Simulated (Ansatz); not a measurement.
How methods differ on SiNH5 (SMILES [SiH3]N)

SiNH5 has 7 atoms, charge 0, and is taken as a singlet. SMILES: `[SiH3]N`. The shape was relaxed beforehand at PBE0/def2-SVP.

| atom | x (Å) | y (Å) | z (Å) |
| --- | --- | --- | --- |
| Si | -0.4135 | -0.2935 | -0.4221 |
| N | 0.6151 | 0.3445 | 0.8179 |
| H | -0.0216 | -1.7153 | -0.6606 |
| H | -1.8240 | -0.2194 | 0.0648 |
| H | -0.3718 | 0.4027 | -1.7540 |
| H | 0.3964 | 1.2483 | 1.2230 |
| H | 1.6194 | 0.2327 | 0.7310 |

Each level gives the adiabatic electron affinity (to the doublet anion, shapes relaxed at PBE0/def2-SVP, no zero-point term) (eV). The values are calculated.

The electron affinity is E(neutral) − E(anion): positive where the electron is bound.

```json
{"level": "HF/def2-TZVPP", "kind": "Hartree–Fock", "program": "Ansatz", "value (eV)": "-2.44", "less CCSD(T)/def2-TZVPP": "-0.65", "CPU time (all runs)": "1.3 s"}
{"level": "SVWN5/def2-TZVPP", "kind": "LDA", "program": "Ansatz", "value (eV)": "-1.38", "less CCSD(T)/def2-TZVPP": "+0.41", "CPU time (all runs)": "1.2 s"}
{"level": "PBE/def2-TZVPP", "kind": "GGA", "program": "Ansatz", "value (eV)": "-1.43", "less CCSD(T)/def2-TZVPP": "+0.36", "CPU time (all runs)": "2.1 s"}
{"level": "r2SCAN/def2-TZVPP", "kind": "meta-GGA", "program": "Ansatz", "value (eV)": "-1.50", "less CCSD(T)/def2-TZVPP": "+0.29", "CPU time (all runs)": "3.8 s"}
{"level": "B3LYP/def2-TZVPP", "kind": "global hybrid", "program": "Ansatz", "value (eV)": "-1.58", "less CCSD(T)/def2-TZVPP": "+0.21", "CPU time (all runs)": "2.7 s"}
{"level": "PBE0-D4/def2-TZVPP", "kind": "global hybrid", "program": "Ansatz", "value (eV)": "-1.53", "less CCSD(T)/def2-TZVPP": "+0.26", "CPU time (all runs)": "2.3 s"}
{"level": "CAM-B3LYP/def2-TZVPP", "kind": "range-separated hybrid", "program": "Ansatz", "value (eV)": "-1.66", "less CCSD(T)/def2-TZVPP": "+0.13", "CPU time (all runs)": "3 s"}
{"level": "RPA@PBE/def2-TZVPP", "kind": "RPA", "program": "Ansatz", "value (eV)": "-1.48", "less CCSD(T)/def2-TZVPP": "+0.31", "CPU time (all runs)": "3.8 s"}
{"level": "CCSD(T)/def2-TZVPP", "kind": "coupled cluster or CI", "program": "Ansatz", "value (eV)": "-1.79", "less CCSD(T)/def2-TZVPP": "0.00", "CPU time (all runs)": "30 s"}
```

Differences are taken from CCSD(T)/def2-TZVPP for orientation; it has basis-set and higher-order errors of its own. The values span -2.44 to -1.38 eV. Negative values mean that the anion is unbound at that level; they are set by how diffuse the basis is and aren't properties of the molecule. Times are those of the runs behind each value, whatever else they computed, on shared processors of several kinds: orders of magnitude only.
